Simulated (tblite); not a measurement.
**Question.** Give a GFN2-xTB geometry of `C=[C]CCC` [radical]. (Doublet state.)

**Answer.** 
```xyz
14
C5H9 angstrom
C      2.576    0.396    0.203
C      1.732   -0.455   -0.283
C      0.313   -0.743   -0.422
C     -0.599    0.354    0.169
C     -2.068   -0.017    0.026
H      3.644    0.266    0.100
H      2.292    1.301    0.747
H      0.092   -1.693    0.075
H      0.076   -0.865   -1.484
H     -0.350    0.490    1.222
H     -0.400    1.295   -0.348
H     -2.322   -0.179   -1.019
H     -2.287   -0.928    0.579
H     -2.700    0.779    0.412
```

Any rigid rotation of these coordinates is as good. Atoms count from 1 in this order. The 5 heavy atoms lie in one plane (0.015 Å rms). C2 (carbon bonded to 2 C) is bent (angle 143.4°). C1 (carbon bonded to C and 2 H) is planar (angles 124.2°, 122.0° and 113.8°, sum 360.0°, 0.00 Å off the plane of its three neighbours). The C–C distances run from 1.293 Å (C1=C2, drawn double) to 1.544 Å (C3–C4, drawn single), a spread of 0.251 Å.

Bonds between heavy atoms (Å): C1=C2 1.293, C2–C3 1.454, C3–C4 1.544, C4–C5 1.522.

The geometry is computed with GFN2-xTB (gas phase). This method treats the open shell by occupation alone, without spin polarisation.

Point group: near Cs, missed by 0.16 Å at most; the miss may be what the optimiser left on a soft mode. Its GFN2-xTB frequencies are all real (lowest 79 cm⁻¹). Torsions: C1–C2–C3–C4 3°, C2–C3–C4–C5 -179°. 3 starts were optimised and ended at 0.00, 0.37 and 0.90 kcal/mol (GFN2-xTB); the lowest of these is shown.

One conformer stands for the species.
